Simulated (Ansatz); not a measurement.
```yaml
crystal:
  periodic: [false, false, false]
  atoms:
    - {symbol: C, position_ang: [-1.260061, -0.398064, 0.280271]}
    - {symbol: C, position_ang: [0.052176, 0.382843, 0.238232]}
    - {symbol: C, position_ang: [1.257457, -0.524916, -0.000141]}
    - {symbol: C, position_ang: [-0.009297, 1.423762, -0.784230]}
    - {symbol: N, position_ang: [-0.059548, 2.232103, -1.600525]}
    - {symbol: H, position_ang: [-2.109405, 0.260989, 0.463608]}
    - {symbol: H, position_ang: [-1.428053, -0.917734, -0.664992]}
    - {symbol: H, position_ang: [-1.218304, -1.141328, 1.078732]}
    - {symbol: H, position_ang: [0.184849, 0.900030, 1.195361]}
    - {symbol: H, position_ang: [2.187443, 0.044508, -0.015196]}
    - {symbol: H, position_ang: [1.161336, -1.048374, -0.953320]}
    - {symbol: H, position_ang: [1.318507, -1.269016, 0.796298]}
basis:
  gaussian: {orbitals: x2c-TZVPPall, point_charges: [{charge: 1.00, position_ang: [6.075, -0.082, 0.764]}]}
hamiltonian: {xc: {name: wB97X-D}}
output: {forces: true}
```

```sh
$ ansatz run in.yaml --threads 4 --pin off --events-out ev --progress --plain --max-ram 10444MiB
```

It prints (some lines left out):

```
Error: YAML parse error: error: line 18 column 19: hamiltonian.xc: no functional is named "wB97X-D"; the names, which are not case-sensitive, are SVWN5, SPW92, PBE, PBE0, PBEsol, revPBE, revPBE0, RPBE, rPW86-PBE, HSE06, wPBEh, LC-wPBE, HISS, HF, BLYP, B3LYP, B3LYP5, BHLYP, CAM-B3LYP, r2SCAN, r2SCANh, r2SCAN0, r2SCAN50, m-r2SCAN, B97, wB97, wB97X, wB97X-V, B97M-V, wB97M-V, B2PLYP, B2GP-PLYP, PBE0-DH, PBE-QIDH
16 | basis:
17 |   gaussian: {orbitals: x2c-TZVPPall, point_charges: [{charge: 1.00, position_ang: […
18 | hamiltonian: {xc: {name: wB97X-D}}
19 | output: {forces: true}
```

In this input the method's name isn't one that the program takes here. The program refused the input.
